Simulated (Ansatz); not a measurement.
# BH4 (doublet): wave-function methods side by side at distance B1–H5 = 1.220 Å, cc-pVTZ

Aim: climb from Hartree-Fock through coupled cluster and multireference methods for BH4 (doublet) at one geometry and basis, and see what each rung misses.

Method: cc-pVTZ, core rule «outside noble gas», up to 1 orbitals frozen; program: Ansatz 0.2.0, Gaussian basis.

To be run: UHF; CCSD(T) on ROHF; CCSD(T) on UHF; BCCD(T) on ROHF; CCSDT(Q) on ROHF; CCSDT(Q) on UHF; CASSCF and MRCISD+Q, 3 electrons in 3 orbitals; CASSCF and NEVPT2, 3 electrons in 3 orbitals; CASSCF and MRCISD+Q, 7 electrons in 8 orbitals; CASSCF and NEVPT2, 7 electrons in 8 orbitals.

4 further runs of the same task are left out: 4 for a known fault of the program. Runs told in other sessions of the task aren't counted.

## (1) What is computed

The geometry derives from a PBE0/def2-TZVP stationary point (not a proven minimum). One bond is set to the value named and the two fragments are kept rigid.

5 atoms, charge 0, spin multiplicity 2.

Atoms are counted from 1 here; the program's logs count them from 0.

Bond lengths: B1–H2 1.220 Å, B1–H3 1.220 Å, B1–H4 1.220 Å, B1–H5 1.220 Å. Angles: H2–B1–H3 96.8°, H2–B1–H4 96.8°, H2–B1–H5 139.9°, H3–B1–H4 139.9°, H3–B1–H5 96.8°, H4–B1–H5 96.8°.

## (2) UHF

The input, in.yaml:

```yaml
crystal:
  periodic: [false, false, false]
  atoms:
    - {symbol: B, position_ang: [0.000000, 0.000000, 0.000000]}
    - {symbol: H, position_ang: [0.414685, 0.812495, 0.810653]}
    - {symbol: H, position_ang: [-0.424327, -0.807694, 0.810461]}
    - {symbol: H, position_ang: [-0.412812, 0.808646, -0.815443]}
    - {symbol: H, position_ang: [0.422454, -0.813448, -0.805671]}
basis:
  gaussian: {orbitals: cc-pVTZ}
magnetization: {spin_polarized: true, initial_magnetization: 1}
hamiltonian: {xc: hf}
output: {orbitals: {seedname: orbitals}}
```

The run is started by

```
$ ansatz run in.yaml --threads 1 --pin off --events-out ev --progress --plain --max-ram 4096MiB --backend cpu
```

Further steps of the session: CCSD(T) on ROHF; CCSD(T) on UHF; BCCD(T) on ROHF; CCSDT(Q) on ROHF; CCSDT(Q) on UHF; CASSCF and MRCISD+Q, 3 electrons in 3 orbitals; CASSCF and NEVPT2, 3 electrons in 3 orbitals; CASSCF and MRCISD+Q, 7 electrons in 8 orbitals; CASSCF and NEVPT2, 7 electrons in 8 orbitals.

**Question.** What will the summary of the whole plan be? Wanted: UCCSDT(Q) from the RHF energy; RMP2 from UCCSDT(Q); UMP2 from UCCSDT(Q); RCCSD from UCCSDT(Q); RCCSD(T) from UCCSDT(Q); UCCSD(T) from UCCSDT(Q); RCCSDT(Q) from UCCSDT(Q); NEVPT2 pair from UCCSDT(Q); MRCISD+Q pair from UCCSDT(Q).

As calculated:

```
                         quantity                                                                                    value
    UCCSDT(Q) from the ROHF energy                                                                               -4.8493 eV
              RMP2 from UCCSDT(Q)                                                                               +817.0 meV
              UMP2 from UCCSDT(Q)                                                                               +857.7 meV
             RCCSD from UCCSDT(Q)                                                                               +161.4 meV
          RCCSD(T) from UCCSDT(Q)                                                                                +23.8 meV
          UCCSD(T) from UCCSDT(Q)                                                                                +25.1 meV
         RCCSDT(Q) from UCCSDT(Q)                                                                                 +0.3 meV
       NEVPT2 pair from UCCSDT(Q)                                                                               +841.4 meV
     MRCISD+Q pair from UCCSDT(Q)                                                                                +12.3 meV
    NEVPT2 valence from UCCSDT(Q)                                                                               +709.3 meV
levels within 1 kcal/mol (43 meV)  RCCSD(T), UCCSD(T), BCCD(T), RCCSDT, UCCSDT, RCCSDT(Q), MRCISD+Q pair, MRCISD+Q valence
                    T1 diagnostic                                                                                    0.018
   effectively unpaired electrons                                                                                     1.02
```

What this shows: RCCSD(T) lands +23.8 meV from the yardstick (0.5 % of the correlation energy). One determinant dominates. Of the multireference levels listed MRCISD+Q pair comes nearest in total energy (+12.3 meV), which doesn't show that its space is the better one. These misses are within one basis, not against nature; the frozen cores of restricted and unrestricted runs differ, which can shift their rows.
